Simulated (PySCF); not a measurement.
Input for PySCF: R-HF/STO-3G on CH3OH (SMILES CO).

```python
from pyscf import gto, scf, dft, mp
from pyscf.data.elements import chemcore

mol = gto.M(
    atom='''
    C    -0.04642300    0.66306900    0.00000000
    O    -0.04642300   -0.75506300    0.00000000
    H    -1.08695600    0.97593800    0.00000000
    H     0.86059200   -1.05703900    0.00000000
    H     0.43814500    1.07159400    0.88953900
    H     0.43814500    1.07159400   -0.88953900
    ''',
    basis='sto-3g',
    charge=0, spin=0, verbose=3, max_memory=1800)
mf = scf.RHF(mol)
mf.conv_tol = 1e-8
mf.max_cycle = 100
mf.kernel()
if not mf.converged:
    mf = mf.newton().run(mf.mo_coeff, mf.mo_occ)
```

Problem. What total energy does the run end on?

Solution. -113.5467 hartree.
